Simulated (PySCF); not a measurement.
Geometries of 2 isomers of C3H4FN, from PySCF, PBE0-D3(BJ)/def2-SVP geometry optimisation, gas phase. One conformer each, no zero-point energy, no frequencies.

Question: Which isomer lies lower at this level?
A.
```xyz
9
angstrom
C     -0.918   -0.215    0.384
C      0.243    0.485   -0.288
F      0.621    1.581    0.444
C      1.402   -0.409   -0.448
N      2.299   -1.128   -0.570
H     -1.757    0.488    0.481
H     -0.624   -0.562    1.384
H     -1.244   -1.080   -0.211
H     -0.044    0.835   -1.296
```
B.
```xyz
9
angstrom
F     -1.418    1.035   -0.836
C     -1.098    0.079    0.099
C      0.259   -0.497   -0.178
C      1.471    0.196    0.203
N      1.196   -0.730    0.998
H     -1.106    0.539    1.101
H     -1.872   -0.707    0.066
H      0.304   -1.248   -0.980
H      2.232    0.965    0.053
```

Answer: A. That is `C[C@@H](F)C#N`, 37.1 kcal/mol below the other.

```
       SMILES            atoms numbered as above      E (Eh)  relative (kcal/mol)  relative (kJ/mol)  dipole (D)
C[C@@H](F)C#N  [CH3:1][C@@H:2]([F:3])[C:4]#[N:5]  -270.79209                  0.0                0.0        3.49
 FC[C@H]1C=N1  [F:1][CH2:2][C@H:3]1[CH:4]=[N:5]1  -270.73294                 37.1              155.3        0.88
```

As drawn, the lower has a C≡N group, which the higher lacks; the higher has a three-membered ring and a C=N bond, which the lower lacks.
